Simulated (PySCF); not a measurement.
Molecule: O2S, SMILES O=S=O. Atoms near the plane z = 0.8 Å, at the PBE0/def2-SVP optimised geometry (x, y, z in Å): O1 (1.1, -0.6, 0.0), S2 (-0.4, -0.6, 0.0), O3 (-1.1, 0.6, 0.0).

Method: PBE0/def2-TZVP run with PySCF. The values are rescaled to run from 0 to 1.

```
|000000000000000000000000000|
|000000000000000000000000000|
|000000000000000000000000000|
|000000000000000000000000000|
|000000011111100000000000000|
|000001223333210000000000000|
|000012344544321000000000000|
|000123456665542100000000000|
|000234567777653211000000000|
|001245678988754332221000000|
|001345789998765444432100000|
|001346789999876555544320000|
|001345789999877777665421000|
|001245678999988888876532000|
|000234678899999999886542000|
|000134567899999999987542100|
|000123567899999999987542100|
|000023467899998899876532000|
|000013457889888888776431000|
|000012356777777666654321000|
|000001345666665555543210000|
|000000234455544444332100000|
|000000012333333222211000000|
|000000001122221111000000000|
|000000000000000000000000000|
|000000000000000000000000000|
|000000000000000000000000000|
```
Scale: ten equal steps from 0.000 (start of '0') to 1.00 (end of '9'), in the order '0123456789'; x runs from -3.50 to 3.50, y from -3.50 (bottom) to 3.50 (top).

Question: Which quantity is mapped?
(A) an orbital amplitude
(B) log10 of the electron density
(C) electrostatic potential
(D) deformation density (molecule minus spherical neutral atoms)

Answer: B, log10 of the electron density. In full: log10 of the electron density (e/bohr³), floored at −4.
